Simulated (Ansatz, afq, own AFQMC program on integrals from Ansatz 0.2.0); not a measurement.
Two steps: Ansatz 0.2.0 writes the Fock matrix and Cholesky factors of the valence space, and afq projects on them the lowest state that overlaps trial and start.

```yaml
crystal:
  periodic: [false, false, false]
  atoms:
    - {symbol: Be, position_ang: [0.000000, 0.000000, 1.052730]}
    - {symbol: Be, position_ang: [0.000000, 0.000000, -1.052730]}
    - {symbol: H, position_ang: [0.000000, 0.000000, 2.400248]}
    - {symbol: H, position_ang: [0.000000, 0.000000, -2.400248]}
basis:
  gaussian: {orbitals: cc-pVDZ}
total_charge: 1
magnetization: {spin_polarized: true, initial_magnetization: 1}
correlation: {method: ccsd_t, electrons: outside_noble_gas, hamiltonian_folder: ham}
```

```sh
$ ansatz run in.yaml --threads 1 --pin off --events-out ev --progress --plain --max-ram 1843MiB
```

afq runs on the folder ham with

```
--method free --trial cisd --walkers 60 --time-step 0.03 --max-blocks 80 --target-error 0.00027 --factor-cut 1e-05 --seed 6072 --times 0,0.3,0.6,1.2,1.8,2.4,3.6,4.8,6 --taylor-order 8
```

Times are imaginary, in 1/Eh. The walk had a cap of 737 s.

Output of the walk:

```
orbitals 36  electrons 3 2  factors 270 of 344
reference energy -30.06274779 Eh
CCSD correlation -0.07719144 Eh in 11 cycles, weight of the determinant in the CISD state 0.9296
repeat  energy at the last time / Eh  error
    10  -30.140974  0.000268
    20  -30.141209  0.000228
    30  -30.141214  0.000182
time / (1/Eh)  energy / Eh  error  mean overlap
  0.00  -30.139958  0.000041  1.0758
  0.30  -30.140361  0.000043  1.0818
  0.60  -30.140716  0.000048  1.0774
  1.20  -30.141005  0.000047  1.0743
  1.80  -30.141163  0.000058  1.0810
  2.40  -30.141166  0.000082  1.0987
  3.60  -30.141158  0.000106  1.0959
  4.80  -30.141331  0.000139  1.1045
  6.00  -30.141202  0.000176  1.1332
energy -30.141202 +/- 0.000176 Eh
```

The run passed its tests (error under three times the target), which doesn't prove that it has relaxed.

Against this walk (error 4.8 meV) on the same determinant: CCSD(T) 10.9 meV higher, CCSDT(Q) 1.0 meV lower (within the noise), full CI 0.9 meV lower (within the noise). The error is statistical, and a free projection of finite length keeps a remainder of its start.

Cautions: remainder of the start not in the error.

The walk took 74 s on 1 thread of Arm Neoverse V1 (shared host). The log's last line is the free-projection energy.

CCSDT and higher add their correlation energy to the determinant of the CCSD(T) run, since their own runs factorise the integrals more tightly (a shift of under 2 meV). A walk keeps the symmetry of its determinant, which the program's search chose and which needn't be the lowest solution, so a lower state of the same spin and another symmetry isn't excluded.
